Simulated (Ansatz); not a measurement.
Ansatz (a quantum-chemistry and plane-wave program) input:

Ansatz 0.2 input:
```yaml
crystal:
  periodic: [false, false, false]
  atoms:
    - {symbol: P, position_ang: [-0.00000000, -0.00000000, -0.98809696]}
    - {symbol: P, position_ang: [0.00000000, 0.00000000, 0.98809696]}
basis:
  gaussian:
    orbitals: def2-TZVPD
hamiltonian:
  xc: {name: revPBE}
total_charge: 1
magnetization: {spin_polarized: true, initial_magnetization: 1}
output: {forces: true}
```

### Question
Which total energy does the run end on?

### Answer
-682.20916 Eh (revPBE/def2-TZVPD). The basis has 86 functions.
